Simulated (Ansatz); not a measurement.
Rock-salt BaTe, treated with r²SCAN0 (Ansatz, a quantum-chemistry and plane-wave program, plane waves, PAW).

Numerical settings: plane-wave cutoff 600 eV, 6×6×6 k mesh, scalar-relativistic PAW data made under PBE.

Computed at the level's own relaxed cell.

```yaml
crystal:
  lattice:
    - [0.00000, 3.52494, 3.52494]
    - [3.52494, 0.00000, 3.52494]
    - [3.52494, 3.52494, 0.00000]
  atoms:
    - { symbol: Ba, position: [0.00000, 0.00000, 0.00000] }
    - { symbol: Te, position: [0.50000, 0.50000, 0.50000] }
```

Problem. Give the elastic tensor (Voigt notation, GPa, ions relaxed, in the Cartesian axes of the cell as printed).

Solution. 
```
   74.8     9.9     9.9     0.0     0.0     0.0
    9.9    74.8     9.9     0.0     0.0     0.0
    9.9     9.9    74.8     0.0     0.0     0.0
    0.0     0.0     0.0    12.6     0.0     0.0
    0.0     0.0     0.0     0.0    12.6     0.0
    0.0     0.0     0.0     0.0     0.0    12.6
```

The computed numbers hold no vibrational or temperature effects.
